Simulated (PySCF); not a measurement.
Gas-phase reaction: Al(CH3)Cl2 + Al(CH3)3 = 2 Al(CH3)2Cl

Method: PySCF energies plus ideal-gas RRHO corrections (1 bar). † marks an energy on the PBE0/def2-TZVP geometry and frequencies; other levels use their own. 6-31G* has spherical d functions here. All species are closed-shell singlets. Al(CH3)Cl2, Al(CH3)2Cl: computed as isolated molecules; such fragments, hydroxides, amides, oligomers or adducts are transient or little studied in the gas.

| level | ΔH°(298 K), kJ |
|---|---|
| HF/6-31G* | … |
| HF/def2-TZVP† | -18 |
| PBE/def2-TZVP† | … |
| PBE0/def2-SVP† | -18 |
| r2SCAN/def2-TZVP† | -17 |

### Question
Complete the blanks.

### Answer

- HF/6-31G*, ΔH°(298 K), kJ: -21
- PBE/def2-TZVP†, ΔH°(298 K), kJ: -17
